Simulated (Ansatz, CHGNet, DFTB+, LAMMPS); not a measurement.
**Ladder of methods for the lattice constant a of fcc Al**

Reference value: 4.018 Å (measured, static lattice: zero-point anharmonic expansion removed; as tabulated in Mejia-Rodriguez and Trickey (2018), arXiv:1807.09216).

| level (code) | value (Å) | error (%) |
|---|---|---|
| EAM Al_zhou.eam.alloy (LAMMPS) | 4.082 | +1.59 |
| GFN1-xTB (DFTB+) | 4.519 | +12.5 |
| CHGNet 0.3.0 (CHGNet) | 4.044 | +0.65 |
| LDA (Ansatz) | 3.982 | -0.90 |
| PBE (Ansatz) | 4.040 | +0.55 |
| PBE-D3(BJ) (Ansatz) | 3.983 | -0.87 |
| PBE-D4 (Ansatz) | 3.987 | -0.77 |
| rVV10 (Ansatz) | 4.028 | +0.25 |
| r²SCAN-D4 (Ansatz) | 3.978 | -1.00 |
| r²SCAN+rVV10 (Ansatz) | 3.989 | -0.72 |
| HSE06 (Ansatz) | 4.019 | +0.02 |
| PBE0 (Ansatz) | 4.013 | -0.12 |

Leaving aside EAM Al_zhou.eam.alloy, which can be fitted to such values or carry a doubt: Nearest, and too close to rank with a margin of 0.10 % (twice that across the reference) picked here for doubts on the reference and the settings: HSE06 (+0.02 %), PBE0 (-0.12 %). Farthest off: GFN1-xTB (+12.5 %). Within 0.3 %: rVV10, HSE06, PBE0. Of the first-principles levels, DFT without exact exchange (rVV10) would do here.

Published values of wave-function and many-body methods: 4.037 Å (published RPA@PBE value, static lattice, VASP value quoted in the table; Patrick and Thygesen (2015), arXiv:1501.00902).

GFN1-xTB: the cell moved over 20 % in volume from its start. GFN1-xTB: the method was fitted mainly to molecules. Cutoffs and k meshes differ between the levels. Ansatz's density-functional and Hartree–Fock values are scalar-relativistic unless marked +SOC, with PAW data made under PBE.

Empirical potentials (EAM Al_zhou.eam.alloy) are fitted to chosen data, which need not cover the solid at hand: agreement can be built in, and what lay outside the fit can be far off. Machine-learned potentials (CHGNet 0.3.0) are trained on DFT data, which may include these solids.

Differences are worked out from the printed values.

Ansatz is a first-principles code.
